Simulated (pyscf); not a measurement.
Thermochemistry of product channels of AsH₃ (SMILES [AsH3]) + AlH (SMILES [AlH]) [singlet] on the singlet surface, in kcal/mol, from ωB97M-D3(BJ)/def2-TZVP energies (ideal gas, 1 atm, RRHO with modes under 100 cm⁻¹ raised to 100, one conformer, R ln 2 for rigid chiral ones). PySCF, gas phase, ωB97X-D3(BJ)/def2-SVP geometries.

```json
[
 {"products": "HAl=AsH (SMILES [AlH]=[AsH]) + H₂ (SMILES [H][H])", "ΔE": "-6.4", "ΔH(298 K)": "-7.8", "ΔG(600 K)": "-7.1", "ΔG(900 K)": "-7.5"},
 {"products": "Al–AsH₂ (SMILES [Al][AsH2]) [singlet] + H₂ (SMILES [H][H])", "ΔE": "…", "ΔH(298 K)": "-13.7", "ΔG(600 K)": "-13.8", "ΔG(900 K)": "-14.5"}
]
```

### Question
Fill in the missing entries.

### Answer

- Al–AsH₂ (SMILES [Al][AsH2]) [singlet] + H₂ (SMILES [H][H]), ΔE: -13.3

These are energies of the channels, which say nothing of barriers. Elements up to Kr have no core potential and no relativistic terms here.
